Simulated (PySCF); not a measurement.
Hydrogen isocyanide, CHN.
SMILES: `[C-]#[NH+]`

Computed with TDDFT wB97X-D/def2-SVPD, vertical, gas phase, core orbitals frozen in the response in PySCF. Isolated species at its PBE0-D3(BJ)/def2-SVP geometry, gas phase.

| state | E (eV) | ν̃ (cm⁻¹) | f | symmetry | main configurations (H = HOMO, L = LUMO) |
| --- | --- | --- | --- | --- | --- |
| S1 | 8.18 | 65970 | 0.075 | Π | H→L/L+1 (98%) |
| S2 | 8.18 | 65980 | 0.075 | Π | H→L/L+1 (98%) |
| S3 | 8.46 | 68220 | 0.0000 | – | H-2/H-1→L/L+1 (99%) |
| S4 | 8.78 | 70800 | 0.0000 | – | H-2/H-1→L/L+1 (≥93%) |
| S5 | 8.78 | 70800 | 0.0000 | – | H-2/H-1→L/L+1 (≥93%) |
| S6 | 9.74 | 78530 | 0.030 | Σ+ | H→L+2 (96%) |
| S7 | 10.40 | 83860 | 0.168 | Σ+ | H→L+3 (94%) |
| S8 | 10.45 | 84270 | 0.019 | Π | H-2/H-1→L+2 (98%) |
| S9 | 10.45 | 84270 | 0.019 | Π | H-2/H-1→L+2 (98%) |
| S10 | 11.87 | 95730 | 0.460 | Σ+ | H→L+4 (71%), H-2/H-1→L/L+1 (≥21%) |

Triplets, Tamm–Dancoff:

```tsv
state	E (eV)	λ (nm)	main configurations (H = HOMO, L = LUMO)
T1	5.89	210.6	H→L/L+1 (98%)
T2	5.89	210.6	H→L/L+1 (98%)
T3	7.14	173.6	H-2/H-1→L/L+1 (≥96%)
```

The lowest singlet level (S1/S2) lies at 8.18 eV (152 nm, vacuum ultraviolet) and is strong. The strongest level in the table is S10 at 11.87 eV (104 nm, f = 0.460). It is the last of those listed, so stronger ones may follow. S1/S2, S4/S5 and S8/S9 lie within about 0.01 eV of each other in each set; the point group C∞v has degenerate representations, and within a degenerate level the listed configurations can mix freely. Löwdin shares by element: HOMO carbon 83%, nitrogen 16%; LUMO (one of a set within 0.03 eV) carbon 58%, nitrogen 36%, hydrogen 6%. Of the 10 states listed, 7 reach f = 0.01 and 3 stay under 0.0005. The listed states span 3.69 eV, and the widest gap between neighbours is 1.42 eV (S9 to S10). Weighted by f, the mean energy of these states is 10.78 eV. All these states lie below the vertical ionisation energy of 12.07 eV (ΔSCF). Symmetry labels in C∞v follow from the direction of the transition dipole and are given only for states with f of 0.002 or more. Orbitals of the list HOMO-3 to LUMO+2 that lie within 0.01 eV of each other are written together with a slash and their weights summed (≥ marks a lower bound); for degenerate orbitals outside that list single weights are arbitrary. Only the lowest 10 singlets were computed, as vertical energies without vibronic structure.

The run took 1.6 s on Arm Neoverse V1, one thread, no GPU, shared host with 32 logical CPUs at a one-minute load of 9.4, and the process peaked at 0.26 GiB of memory.
